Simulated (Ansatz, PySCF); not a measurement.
Dissociation curve of SMILES C#C. The C1–H4 bond (C1 also carries C; H4 carries nothing else) is stretched with both fragments frozen at the PBE0/def2-TZVP optimised geometry. Each curve is given relative to its own lowest point near equilibrium.

```json
[
 {"R / Å": "0.80", "A": "2.400", "B": "2.513", "C": "2.513", "D": "2.375"},
 {"R / Å": "0.86", "A": "1.250", "B": "1.317", "C": "1.317", "D": "1.199"},
 {"R / Å": "0.91", "A": "0.638", "B": "0.678", "C": "0.678", "D": "0.585"},
 {"R / Å": "0.95", "A": "0.321", "B": "0.345", "C": "0.345", "D": "0.275"},
 {"R / Å": "0.99", "A": "0.124", "B": "0.136", "C": "0.136", "D": "0.091"},
 {"R / Å": "1.02", "A": "0.041", "B": "0.047", "C": "0.047", "D": "0.021"},
 {"R / Å": "1.06", "A": "0.000", "B": "0.000", "C": "0.000", "D": "0.000"},
 {"R / Å": "1.10", "A": "0.025", "B": "0.021", "C": "0.021", "D": "0.047"},
 {"R / Å": "1.13", "A": "0.078", "B": "0.072", "C": "0.072", "D": "0.117"},
 {"R / Å": "1.17", "A": "0.186", "B": "0.179", "C": "0.179", "D": "0.249"},
 {"R / Å": "1.24", "A": "0.452", "B": "0.447", "C": "0.447", "D": "0.558"},
 {"R / Å": "1.32", "A": "0.837", "B": "0.835", "C": "0.835", "D": "0.992"},
 {"R / Å": "1.45", "A": "1.549", "B": "1.560", "C": "1.560", "D": "1.793"},
 {"R / Å": "1.61", "A": "2.459", "B": "2.486", "C": "2.486", "D": "2.798"},
 {"R / Å": "1.76", "A": "3.299", "B": "3.314", "C": "3.314", "D": "3.488"},
 {"R / Å": "1.94", "A": "4.177", "B": "4.211", "C": "4.211", "D": "3.982"},
 {"R / Å": "2.12", "A": "4.881", "B": "4.899", "C": "4.991", "D": "4.253"},
 {"R / Å": "2.35", "A": "5.494", "B": "5.419", "C": "5.820", "D": "4.429"},
 {"R / Å": "2.61", "A": "5.818", "B": "5.722", "C": "6.555", "D": "4.516"},
 {"R / Å": "2.93", "A": "5.945", "B": "5.895", "C": "7.220", "D": "4.557"},
 {"R / Å": "3.22", "A": "5.979", "B": "5.964", "C": "7.648", "D": "4.571"},
 {"R / Å": "3.71", "A": "5.995", "B": "6.008", "C": "8.113", "D": "4.580"}
]
```

Energies in eV.

**Question.** Assign the columns to these levels of theory: restricted B3LYP/6-31G*, spherical d run with PySCF; CCSD(T) on UHF/cc-pVTZ, frozen core in Ansatz (a quantum-chemistry and plane-wave program); unrestricted Hartree-Fock/3-21G (PySCF); unrestricted B3LYP/6-31G*, spherical d in PySCF.

**Answer.** A is UCCSD(T); B is UKS-B3LYP/6-31G*; C is RKS-B3LYP/6-31G*; D is UHF/3-21G.

The unrestricted determinant behind UKS-B3LYP/6-31G* is spin-contaminated at 2.12 to 3.71 Å (<S²> up to 1.0, against 0.00 for a pure singlet). The unrestricted determinant behind UCCSD(T) is spin-contaminated at 1.61 to 3.71 Å (<S²> up to 1.3, against 0.00 for a pure singlet). The unrestricted determinant behind UHF/3-21G is spin-contaminated at 1.61 to 3.71 Å (<S²> up to 1.4, against 0.00 for a pure singlet). The restricted form behind RKS-B3LYP/6-31G* keeps the bonding electrons paired and can't separate into open-shell fragments.
